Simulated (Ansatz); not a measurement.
# BH4 (doublet): from Hartree-Fock to the top rungs at distance B1–H5 = 1.081 Å, cc-pVTZ

Aim: climb from Hartree-Fock through coupled cluster and multireference methods for BH4 (doublet) at one geometry and basis, and see what each rung misses.

Program: Ansatz 0.2.0, Gaussian basis. Level of theory: cc-pVTZ, core rule «outside noble gas», up to 1 orbitals frozen. These are calculated values, not measurements.

To be run: UHF; CCSD(T) on ROHF; CCSD(T) on UHF; BCCD(T) on ROHF; CCSDT(Q) on ROHF; CCSDT(Q) on UHF; CASSCF and MRCISD+Q, 3 electrons in 3 orbitals; CASSCF and NEVPT2, 3 electrons in 3 orbitals; CASSCF and MRCISD+Q, 7 electrons in 8 orbitals; CASSCF and NEVPT2, 7 electrons in 8 orbitals.

4 further runs of the same task are left out: 4 for a known fault of the program. Runs told in other sessions of the task aren't counted.

### 1 The geometry

The geometry derives from a PBE0/def2-TZVP stationary point (not a proven minimum). One bond is set to the value named and the two fragments are kept rigid.

5 atoms, charge 0, spin multiplicity 2.

Atoms are counted from 1 here; the program's logs count them from 0.

Bond lengths: B1–H2 1.220 Å, B1–H3 1.220 Å, B1–H4 1.220 Å, B1–H5 1.081 Å. Angles: H2–B1–H3 96.8°, H2–B1–H4 96.8°, H2–B1–H5 139.9°, H3–B1–H4 139.9°, H3–B1–H5 96.8°, H4–B1–H5 96.8°.

Coordinates:

```
B     0.0033   -0.0063   -0.0062
H     0.4180    0.8062    0.8044
H    -0.4211   -0.8140    0.8042
H    -0.4095    0.8023   -0.8217
H     0.3775   -0.7269   -0.7199
```

### 2 UHF

in.yaml

```yaml
crystal:
  periodic: [false, false, false]
  atoms:
    - {symbol: B, position_ang: [0.003276, -0.006308, -0.006248]}
    - {symbol: H, position_ang: [0.417961, 0.806187, 0.804405]}
    - {symbol: H, position_ang: [-0.421051, -0.814002, 0.804213]}
    - {symbol: H, position_ang: [-0.409536, 0.802338, -0.821691]}
    - {symbol: H, position_ang: [0.377488, -0.726865, -0.719916]}
basis:
  gaussian: {orbitals: cc-pVTZ}
magnetization: {spin_polarized: true, initial_magnetization: 1}
hamiltonian: {xc: hf}
output: {orbitals: {seedname: orbitals}}
```

The run is started by

```console
$ ansatz run in.yaml --threads 1 --pin off --events-out ev --progress --plain --max-ram 4096MiB --backend cpu
```

Further steps of the session: CCSD(T) on ROHF; CCSD(T) on UHF; BCCD(T) on ROHF; CCSDT(Q) on ROHF; CCSDT(Q) on UHF; CASSCF and MRCISD+Q, 3 electrons in 3 orbitals; CASSCF and NEVPT2, 3 electrons in 3 orbitals; CASSCF and MRCISD+Q, 7 electrons in 8 orbitals; CASSCF and NEVPT2, 7 electrons in 8 orbitals.

Q: Predict the results of all the runs planned. Wanted: UCCSDT(Q) from the RHF energy; RMP2 from UCCSDT(Q); UMP2 from UCCSDT(Q); RCCSD from UCCSDT(Q); RCCSD(T) from UCCSDT(Q); UCCSD(T) from UCCSDT(Q); RCCSDT(Q) from UCCSDT(Q); NEVPT2 pair from UCCSDT(Q); MRCISD+Q pair from UCCSDT(Q).

As calculated:

```
                         quantity                                                                                    value
    UCCSDT(Q) from the ROHF energy                                                                               -4.8465 eV
              RMP2 from UCCSDT(Q)                                                                             +77.4 kJ/mol
              UMP2 from UCCSDT(Q)                                                                             +81.3 kJ/mol
             RCCSD from UCCSDT(Q)                                                                             +15.2 kJ/mol
          RCCSD(T) from UCCSDT(Q)                                                                              +2.2 kJ/mol
          UCCSD(T) from UCCSDT(Q)                                                                              +2.3 kJ/mol
         RCCSDT(Q) from UCCSDT(Q)                                                                               0.0 kJ/mol
       NEVPT2 pair from UCCSDT(Q)                                                                             +79.7 kJ/mol
     MRCISD+Q pair from UCCSDT(Q)                                                                              +1.3 kJ/mol
    NEVPT2 valence from UCCSDT(Q)                                                                             +68.5 kJ/mol
levels within 1 kcal/mol (43 meV)  RCCSD(T), UCCSD(T), BCCD(T), RCCSDT, UCCSDT, RCCSDT(Q), MRCISD+Q pair, MRCISD+Q valence
                    T1 diagnostic                                                                                    0.018
   effectively unpaired electrons                                                                                     1.02
```

RCCSD(T) misses by +2.2 kJ/mol, 0.5 % of the correlation energy. One determinant dominates. Of the multireference levels listed MRCISD+Q pair comes nearest in total energy (+1.3 kJ/mol), which doesn't show that its space is the better one. These misses are within one basis, not against nature; the frozen cores of restricted and unrestricted runs differ, which can shift their rows.
